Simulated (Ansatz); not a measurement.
**SiC+ (quartet): wave-function methods side by side, def2-QZVPP**

An exercise on one series of results from a longer session: the logs are not shown, and one member is left open.

Computed with Ansatz 0.2.0, Gaussian basis. Level: def2-QZVPP, core rule «outside noble gas», up to 6 orbitals frozen.

Plan: UHF; ROHF; CCSD(T) on UHF.

2 further runs of the same task are left out: 2 set aside as unsound or not needed. Runs told in other sessions of the task aren't counted.

### What is computed

The geometry is a PBE0/def2-TZVP stationary point (not a proven minimum) of the parent state, kept for this charge and spin.

2 atoms, charge 1, spin multiplicity 4.

Atoms are counted from 1 here; the program's logs count them from 0.

Bond lengths: Si1–C2 1.710 Å.

Coordinates:

```
Si    0.00000    0.00000    0.00000
C     0.00000    0.00000    1.71000
```

Set-up of the first run:

The input, in.yaml:

```yaml
crystal:
  periodic: [false, false, false]
  atoms:
    - {symbol: Si, position_ang: [0.000000, 0.000000, 0.000000]}
    - {symbol: C, position_ang: [0.000000, 0.000000, 1.709998]}
basis:
  gaussian: {orbitals: "def2-QZVPP.json"}
total_charge: 1
magnetization: {spin_polarized: true, initial_magnetization: 3}
hamiltonian: {xc: hf}
output: {orbitals: {seedname: orbitals}}
```

Started as:

```sh
$ ansatz run in.yaml --threads 1 --pin off --events-out ev --progress --plain --max-ram 2393MiB
```

Among the steps run: UHF; ROHF; CCSD(T) on UHF.

One table of the session follows, with a row left open; its other results are not shown here.

| method | from UCCSD(T) (meV) |
| --- | --- |
| ROHF | +4990.7 |
| UHF | ? |
| UMP2 | +1035.3 |
| UCCSD | +229.6 |
| UCCSD(T) | 0 |

Estimate the missing values for UHF.

As computed: from UCCSD(T) (meV): +4953.6. In the column «from UCCSD(T) (meV)» it lies between UMP2 (+1035.3) and ROHF (+4990.7).
